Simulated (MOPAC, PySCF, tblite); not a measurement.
Scan of BCl3, singlet: umbrella (inversion) coordinate, bond length relaxed. Scanned: angle between the B-Cl bonds and the threefold axis (90 = planar). Other coordinates (B-Cl bond length) were minimised at B3LYP/def2-TZVP.

- PM6, restricted, heats of formation (MOPAC)
- RMP2/6-31G* = PySCF 2.14.0 with restricted MP2 (frozen core)/6-31G*, spherical d
- GFN2-xTB, 300 K electronic temperature (tblite)

Energies in eV, each method relative to its own lowest point.

| a / ° | PM6 | RMP2/6-31G* | GFN2-xTB |
|---|---|---|---|
| 90 | 0.000 | 0.000 | 0.000 |
| 93 | 0.023 | 0.035 | 0.020 |
| 96 | 0.090 | 0.140 | 0.081 |
| 99 | 0.203 | … | 0.183 |
| 102 | 0.366 | 0.567 | 0.331 |
| 105 | 0.579 | … | 0.527 |
| 108 | 0.849 | … | 0.778 |
| 111 | 1.181 | … | 1.089 |
| 114 | 1.586 | 2.442 | 1.469 |
| 117 | 2.077 | 3.179 | 1.929 |
| 120 | 2.669 | 4.049 | 2.479 |
| 123 | 3.386 | 5.067 | 3.133 |
| 126 | 4.252 | … | 3.903 |

### Question
Some entries are withheld; supply them.

### Answer

- 99, RMP2/6-31G*: 0.316
- 105, RMP2/6-31G*: 0.897
- 108, RMP2/6-31G*: 1.313
- 111, RMP2/6-31G*: 1.824
- 126, RMP2/6-31G*: 6.248

The scan ran from 90.0 to 132.0; beyond the range shown the relaxed coordinates jump or full CI changes its symmetry label.
